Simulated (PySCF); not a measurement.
Structure elucidation problem

The spectra below were simulated for a compound C$_{2}$H$_{2}$F$_{2}$.

1H NMR (600 MHz, computed): δ 6.20 (m, 2H).

13C{1H} NMR (computed): δ 143.8 (CH, m).

[PySCF: PBE0-D3(BJ)/def2-SVP structure; B3LYP/pcJ-1 coupling constants; σ from GIAO-PBE0/pcSseg-1; rapidly exchanging positions averaged; relativity neglected; in vacuum; one computed conformer]

Referencing at the same level of theory: 1H (31.27 ppm) and 13C (184.41 ppm) against TMS.

Choose the structure that fits.
A. C=C(F)F
B. F/C=C/F
C. F/C=C\F

## Answers

C. 

- The formula gives 1 degree of unsaturation (no ring in the answer).
- 1 carbon signal for 2 carbons: some carbons are equivalent by symmetry or fast rotation.
- Carbon types of the structure: 2 × CH, which accounts for all hydrogens.
- δC 143.8: alkene CH; the olefinic region.
- δH 6.20: hydrogen on an alkene CH; attached to an sp2 carbon and in the plane of the double bond.

The others: C=C(F)F would give 2 carbon signals, not 1; F/C=C/F has carbons computed at 152.9.

Common functionals overestimate the size of one-bond C–F couplings by tens of Hz; these are unscaled. Multiplet labels drop couplings under 1 Hz and merge nearly equal ones. Couplings among chemically equivalent protons are left out too, so labels in AA′BB′ or AA′XX′ sets are apparent multiplicities. Shifts are as computed. Against solution values, carbons near 30 ppm lie about +2 ppm off and those near 130 ppm about +5 ppm. Of 1211 compounds with measured shifts, 218 miss one by over three times the rms of a fit or turn the order of signals round; such compounds aren't used in these exercises.
